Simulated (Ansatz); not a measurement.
# O2− (doublet): the correlation ladder, aug-cc-pVTZ

The task here is to estimate one member of a computed series from the others.

Program: Ansatz 0.2.0, Gaussian basis. Level of theory: aug-cc-pVTZ, core rule «outside noble gas», up to 2 orbitals frozen. These are calculated values, not measurements.

The runs, in order: UHF; CCSD(T) on ROHF; CCSD(T) on UHF; BCCD(T) on ROHF; CCSDT(Q) on ROHF; CCSDT(Q) on UHF; CASSCF and NEVPT2, 13 electrons in 8 orbitals.

4 further runs of the same task are left out: 1 for a known fault of the program, 3 set aside as unsound or not needed.

## What is computed

The geometry is a PBE0/def2-TZVPD stationary point (not a proven minimum) of the parent state, kept for this charge and spin.

2 atoms, charge -1, spin multiplicity 2.

Atoms are counted from 1 here; the program's logs count them from 0.

Bond lengths: O1–O2 1.201 Å.

The first run:

File in.yaml:

```yaml
crystal:
  periodic: [false, false, false]
  atoms:
    - {symbol: O, position_ang: [0.000000, 0.000000, 0.000000]}
    - {symbol: O, position_ang: [0.000000, 0.000000, 1.201400]}
basis:
  gaussian: {orbitals: aug-cc-pVTZ}
total_charge: -1
magnetization: {spin_polarized: true, initial_magnetization: 1}
hamiltonian: {xc: hf}
output: {orbitals: {seedname: orbitals}}
```

Launch:

```
$ ansatz run in.yaml --threads 1 --pin off --events-out ev --progress --plain --max-ram 4096MiB --backend cpu
```

Steps of the session up to this table: UHF; CCSD(T) on ROHF; CCSD(T) on UHF; BCCD(T) on ROHF; CCSDT(Q) on ROHF; CCSDT(Q) on UHF; CASSCF and NEVPT2, 13 electrons in 8 orbitals.

One table of the session follows, with a row left open; its other results are not shown here.

```
        method  from UCCSDT(Q) (meV)
          ROHF              +13743.1
           UHF              +13449.6
          RMP2                +441.6
          UMP2                +642.0
         RCCSD                +581.1
         UCCSD                +563.0
      RCCSD(T)                 +38.9
      UCCSD(T)                 +39.9
       BCCD(T)                 +36.6
        RCCSDT                 +39.6
        UCCSDT                 +36.5
     RCCSDT(Q)                  +5.0
     UCCSDT(Q)                     0
CASSCF valence              +12288.2
NEVPT2 valence                     ?
```

**Question.** Estimate the row for NEVPT2 valence.

The run gave: from UCCSDT(Q) (meV): +1802.1. In the column «from UCCSDT(Q) (meV)» it lies between UMP2 (+642.0) and CASSCF valence (+12288.2).

Among the levels timed on like hardware and quicker than the yardstick, those that no quicker one beats, quickest first: NEVPT2 valence (4 s, +1802.1 meV); BCCD(T) (7 s, +36.6 meV).

Limits of these values: Restricted and unrestricted rows rest on different reference determinants; where their highest levels disagree by more than a few hundredths of an eV, they describe different states and don't form one ladder.
